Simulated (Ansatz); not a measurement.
## doublet F₂(+): levels of theory in one basis

```yaml
atoms:
  - { symbol: F, position_ang: [0.0000, 0.0000, 0.0000] }
  - { symbol: F, position_ang: [0.0000, 0.0000, 1.8800] }
```

Basis set: def2-SVP (spherical functions). Left uncorrelated: 2 orbitals. Correlation on ROHF uses semicanonical orbitals with singles. Charge 1, multiplicity 2.

Computed with Ansatz (development build ahead of 0.2.0); each method stands on the lowest determinant of its kind that the runs found.

| method | E − E(ROHF) (eV) | <S²> of the determinant |
| --- | --- | --- |
| ROHF | 0.00 | 0.75 |
| UHF | -2.83 | 1.76 |
| ROHF-MP2 | -8.54 | – |
| UHF-MP2 | -9.70 | 1.76 |

Task: Is a single determinant a sound starting point here?

Result: It is doubtful. Unrestricted orbitals lower Hartree–Fock by 2.83 eV and <S²> is 1.76 where a pure state has 0.75, a sign of strong static correlation.

Caution: the charge can sit on one fragment and break the point group. Caution for ROHF, ROHF-MP2: an unrestricted determinant lies well below. Caution for UHF, UHF-MP2: the unrestricted determinant is a mixture of spin states. Caution for ROHF-MP2, UHF-MP2: bonds are stretched, where a single reference can fail; forces differ strongly between restricted and unrestricted references. Caution for ROHF-MP2: other determinants can give a lower correlated total.
